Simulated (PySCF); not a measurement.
**Ionisation energy of B by level of theory**

B [He] 2s2 2p1 (2P) → B⁺ [He] 2s2 (1S), as a difference of total energies. All numbers are calculated (PySCF 2.14, the spin-free X2C one-electron Hamiltonian (Gaussian nucleus), in x2c-SVPall (3s2p1d, 14 functions)). Correlated levels: valence: 1s2 frozen. The calculations carry no spin-orbit coupling.

| method | ionisation energy (eV) |
| --- | --- |
| UHF | 8.123 |
| B3LYP | 8.816 |
| BP86 | 8.805 |
| MP2 (valence) | 8.205 |
| SCS-MP2 (valence) | 8.167 |
| CCSD (valence) | 8.058 |
| CCSD(T) (valence) | 8.081 |

Errors of the correlated levels include the incompleteness of this basis and the frozen core.

The coupled-cluster amplitudes are large for B⁺ (T1 above 0.03 or a double amplitude above 0.15), so a single reference is strained.

Which method comes closest to the reference value, and which is furthest?

The reference is 8.297 eV (measured; NIST levels, between the centres of gravity of the two terms). Closest: MP2 (valence) (error -0.092 eV); furthest: B3LYP (error 0.519 eV).
